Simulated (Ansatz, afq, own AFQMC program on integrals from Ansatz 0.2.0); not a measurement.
**B$_{2}$H$_{2}$⁺, doublet: AFQMC among the cluster methods**

```yaml
atoms:
  - { symbol: B, position_ang: [0.0000, 0.0000, 0.7529] }
  - { symbol: B, position_ang: [0.0000, 0.0000, -1.0096] }
  - { symbol: H, position_ang: [0.0000, 1.0240, 1.3765] }
  - { symbol: H, position_ang: [0.0000, -1.0240, 1.3765] }
```

Connectivity, by distances: BH2–B.

Basis cc-pVTZ. Noble-gas cores (and the filled d shells of Ga–Kr and In–Xe) are frozen. Ansatz 0.2.0 and our own AFQMC program on the same integrals; the CISD trial comes from CCSD amplitudes, and released means the phaseless constraint is let go. Free projection: walkers drawn from exp(T), propagated without any constraint. Its projection time is finite, and what remains of the start isn't in its error. Uncertainties: one standard error, sampling alone.

Determinant: UHF, the one that the program's search chose, which needn't be the lowest solution. The geometry is a PBE0/def2-TZVP stationary point of this or a neighbouring charge and spin state.

No full CI on the walks' own integrals is used here; CCSDT(Q) serves as the reference and is uncertain by about the last step of the cluster series.

The T1 diagnostic is 0.0195, the weight of the determinant in the CISD state is 0.909 and the ⟨S²⟩ of the determinant is 0.758. The size of the correlated space is 7 electrons in 86 orbitals.

| level | correlation energy (eV) |
| --- | --- |
| MP2 | -3.4044 |
| CCSD | -4.2283 |
| CCSD(T) | -4.3457 |

(1) Estimate where AFQMC with the constraint released lies against CCSD(T) on the same integrals.

(1) 0.55 ± 0.11 kcal/mol below CCSD(T).

Reference: CCSDT(Q), correlation energy -4.376 eV. The released energy is read at 1.50 1/Eh (meV from the phaseless value at times in 1/Eh: -1 ± 4 at 0.24, -5 ± 5 at 0.50, -7 ± 4 at 1.00, -4 ± 5 at 1.50).

```json
{"level": "CCSD(T)", "E − E(reference) (kcal/mol)": "0.69", "share of correlation (%)": "99.32"}
{"level": "CCSDT", "E − E(reference) (kcal/mol)": "0.10", "share of correlation (%)": "99.90"}
{"level": "ph-AFQMC/HF", "E − E(reference) (kcal/mol)": "0.54 ± 0.49", "share of correlation (%)": "99.46"}
{"level": "ph-AFQMC/CISD", "E − E(reference) (kcal/mol)": "0.23 ± 0.09", "share of correlation (%)": "99.78"}
{"level": "released AFQMC", "E − E(reference) (kcal/mol)": "0.14 ± 0.11", "share of correlation (%)": "99.86"}
{"level": "free AFQMC", "E − E(reference) (kcal/mol)": "-0.12 ± 0.12", "share of correlation (%)": "100.12"}
```

Free projections are given only where their last times agree within the noise and don't stop above the reference; a slow remainder of the start can still hide under it. A walk keeps the symmetry of its determinant, which the program's search chose and which needn't be the lowest solution, so a lower state of the same spin and another symmetry isn't excluded. Released energies are given only where the last usable release times agree within the noise; a slower fall can still hide under it.
